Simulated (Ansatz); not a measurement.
Basis sets compared for the cluster Si₂H₃⁻. Charge -1, multiplicity 1. Geometry PBE0-D4/def2-TZVPD. Ansatz on 4 threads of AMD EPYC 7B13 on a shared host; times are rough, and most runs start from earlier orbitals.

```xyz
5

Si   -1.1174   -1.0761   -0.7233
Si    0.0618    0.5601    0.1225
H     0.0202   -2.0486   -0.3527
H     1.4207    0.5638    0.7798
H    -0.3852    2.0008    0.1736
```

At PBE-D4/def2-SVPD, PBE-D4/def2-TZVPD the highest occupied level of the charge -1 singlet lies above zero (up to 0.55 eV). By energy differences its removal costs 2.24 eV (vertical, to the charge 0 doublet, at CCSD(T)/def2-TZVPPD). The structure comes from a short search, and lower isomers may exist.

```csv
level,functions,energy (Eh),HOMO (eV),LUMO (eV),wall time
PBE-D4/def2-SVPD,72,-580.2807,0.55,3.00,0.3 s
PBE0-D4/def2-SVPD,72,-580.3339,-0.23,3.67,0.35 s
```

Task: Estimate the rows for PBE-D4/def2-TZVPD (with forces), PBE0-D4/def2-TZVPD.

Result: 
| level | functions | energy (Eh) | HOMO (eV) | LUMO (eV) | wall time |
| --- | --- | --- | --- | --- | --- |
| PBE-D4/def2-TZVPD (with forces) | 113 | -580.4839 | 0.35 | 2.76 | 0.55 s |
| PBE0-D4/def2-TZVPD | 113 | -580.5346 | -0.40 | 3.42 | 0.8 s |
